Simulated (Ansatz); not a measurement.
Density of states of AlCu₄ (P2_13, a = 6.225 Å, b = 6.225 Å, c = 6.225 Å, α = 90.00°, β = 90.00°, γ = 90.00°), in states per eV and primitive cell, averaged over bins of 0.5 eV. All numbers below come from DFT PBEsol, scalar-relativistic, plane waves, PAW in Ansatz 0.2.0.

Cutoff 420 eV; k points 6×6×6 on the computed 20-atom cell (Γ-centred); Gaussian smearing, width 0.10 eV; no spin polarisation.

The cell is relaxed at this level. The states (both spins) are summed by tetrahedra on a 9×9×9 mesh at the self-consistent density. Energies are bin centres; the table starts no lower than −8 eV and ends at 6 eV, or lower where the solved bands end.

It is a metal at this level.

```csv
E − E_F (eV),total,Cu 3d,Al 3p,Cu 4s,Al 3s
-7.80,3.52,0.32,0.54,1.56,1.05
-7.30,3.10,0.45,0.39,1.08,1.12
-6.80,3.07,0.55,0.68,1.03,0.77
-6.30,5.57,1.38,1.72,1.84,0.55
-5.80,7.12,2.80,1.84,1.76,0.64
-5.30,9.55,5.47,1.83,1.67,0.49
-4.80,18.25,13.59,1.82,2.50,0.20
-4.30,35.75,32.20,1.50,1.62,0.14
-3.80,50.37,47.16,1.41,1.00,0.30
-3.30,56.21,52.86,1.57,0.92,0.20
-2.80,51.73,49.74,0.90,0.55,0.11
-2.30,67.89,65.86,0.66,0.77,0.23
-1.80,30.24,27.75,0.89,1.03,0.32
-1.30,7.87,4.90,1.25,1.04,0.39
-0.80,9.56,4.32,2.62,1.42,0.48
-0.30,7.84,2.55,2.64,1.17,0.45
0.20,3.99,0.99,1.17,0.78,0.20
0.70,4.76,0.86,1.15,0.97,0.26
1.20,3.52,0.59,0.99,0.76,0.17
1.70,4.51,0.69,1.39,0.90,0.24
2.20,4.12,0.58,0.95,1.27,0.41
2.70,4.65,0.54,1.02,1.54,0.37
3.20,5.19,0.50,1.04,1.76,0.43
3.70,6.26,0.50,1.23,2.08,0.53
4.20,6.00,0.39,0.99,2.22,0.51
4.70,7.27,0.39,1.25,2.62,0.52
5.20,6.71,0.28,1.07,2.32,0.41
5.70,6.49,0.21,0.92,1.97,0.30
```

The columns after the total are the main Löwdin projections on the occupied valence shells of the potentials; 2 others are left out. The rest of the total lies in those, in shells that are empty in the free atom, which aren't projected, and between the atoms.

Whether AlCu4 exists in this form wasn't checked.